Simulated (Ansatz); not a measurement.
# Scan of [OH···H···OH], doublet

Starting geometry:

```xyz
5

O    -1.2432    0.0004    0.0000
H    -1.4925    0.9270    0.0000
H    -0.2836    0.0004    0.0000
O     1.2598    0.0004    0.0000
H     1.5117   -0.9396    0.0000
```

From there H3 is moved from one fragment to the other while all else, the fragments' distance too, stays fixed, so the hump isn't the reaction's barrier; atoms are numbered as listed. Energies are in kJ/mol, counted from the starting geometry at the same level.

Basis cc-pVDZ; Ansatz 0.2.0. Only valence electrons are correlated (noble-gas cores frozen). R marks a restricted (for open shells ROHF) determinant, U an unrestricted one.

Coupled cluster chose its determinant by trial CCSD, here up to 0.26 eV above the lowest Hartree–Fock solution of its kind, and MP2 stands on that determinant too. The reference follows the lowest state, whose symmetry changes from A'' to A' between 1.039 and 1.118, from A' to A'' between 1.355 and 1.434.

Full CI isn't at hand for all of this; UCCSDT(Q) serves as the reference, and is uncertain by about the last step of the cluster series. The frozen core follows each run's orbitals, which can shift R against U totals by a few meV.

```csv
distance O1-H3 (Å),UCCSDT(Q),error UMP2,error UCCSD(T),error BCCD(T),error RCCSDT,error UCCSDT,error RCCSDT(Q)
0.892,12.4,-0.2,-0.2,-0.2,-0.1,-0.1,0.0
0.960,0.0,0.0,0.0,0.0,0.0,0.0,0.0
1.039,15.8,0.4,0.3,0.3,0.2,0.2,0.0
1.118,44.0,8.6,1.1,1.0,0.6,0.6,0.0
1.197,65.6,16.2,1.7,1.7,1.1,1.0,0.0
1.276,70.0,18.9,1.9,1.8,1.3,1.1,-0.1
1.355,54.0,11.1,1.3,1.3,0.7,0.7,0.0
1.434,28.2,0.5,0.5,0.4,0.2,0.2,0.0
1.513,4.2,0.0,0.1,0.1,0.1,0.1,0.0
```

Errors are those of relative energies. In total energy the starting point itself misses UCCSDT(Q) by: UMP2 78.9, UCCSD(T) 3.1, BCCD(T) 3.1, RCCSDT 2.1, UCCSDT 2.0, RCCSDT(Q) 0.1 kJ/mol.

Spread of the error over the points with a reference, to 1.513 Å (largest less smallest): RCCSDT(Q) 0.1, UCCSDT 1.2, RCCSDT 1.4, BCCD(T) 2.0, UCCSD(T) 2.0, UMP2 19.1 kJ/mol.
